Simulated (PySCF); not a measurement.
System (SMILES): OCl (OH-Cl).
Geometry (B3LYP-D3(BJ)/def2-TZVP, fixed):
```xyz
3

O      0.0220     1.1044    -0.0012
H     -0.9233     1.3146     0.0160
Cl     0.0439    -0.5970    -0.0004
```
Charge 0, spin multiplicity 1.

How fast the isotropic shielding of H2 converges with the basis for several methods (PySCF): deviation from each method's own reference, in ppm. References: HF 29.23 ppm, the value in pcSseg-3; PBE 29.93 ppm, the value in pcSseg-3; PBE0 29.65 ppm, the value in pcSseg-3. All functions are spherical. No added dispersion term, no relativity. GIAO; atoms are numbered in the order shown.

```
basis            functions    HF   PBE  PBE0
---------------  ---------  ----  ----  ----
pcSseg-0                24  2.42  1.52  1.77
def2-SV(P)              34  2.08  1.59  1.72
def2-SVP                37  0.95  0.61  0.70
6-31G**                 37  0.74  0.68  0.67
6-311G**                50  1.33  1.25  1.25
def2-SVPD               58  0.53  0.24  0.34
aug-pcseg-1             59  0.53  0.22  0.33
6-311++G(2d,2p)         72  0.27  0.22  0.23
def2-TZVPP              87  0.50  0.50  0.48
aug-pcseg-2            119  0.13  0.04  0.07
def2-QZVPP             157  0.15  0.17  0.15
def2-QZVPPD            178  0.07  0.05  0.05
```

Mean absolute deviation over 6-311G**, 6-311++G(2d,2p), def2-TZVPP, aug-pcseg-2: PBE 0.50, PBE0 0.51, HF 0.56 ppm.
